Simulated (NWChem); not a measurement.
# Correlation energy of ethanethiol (C₂H₆S)

```xyz
9

C     -1.4828     0.7695    -0.2516
C     -0.5455    -0.4168    -0.4452
S      1.0731    -0.2620     0.4140
H     -2.4515     0.5832    -0.7463
H     -1.0578     1.6896    -0.6848
H     -1.6695     0.9571     0.8169
H     -0.9823    -1.3347    -0.0204
H     -0.3659    -0.6175    -1.5130
H      1.5271     0.7979    -0.2957
```
Charge 0, spin multiplicity 1.

All runs are NWChem calculations. The geometry was optimised at B3LYP/def2-SVP, a minimum by its harmonic frequencies. It is one conformer; others weren't searched.

Basis set: def2-SVP. Each correlation energy counts from its own Hartree-Fock reference.

The correlated methods keep 7 core orbitals frozen. Coupled-cluster values serve here as a point of comparison, not as the truth.

Problem. One of these methods gave a correlation energy of -427.9 mHa. Which?
A) CCSD
B) CCSD+T(CCSD)
C) MP2
D) CR-CCSD[T]

Solution. C, MP2. The others give -489.0 (CCSD+T(CCSD)), -485.9 (CR-CCSD[T]), -475.4 (CCSD).
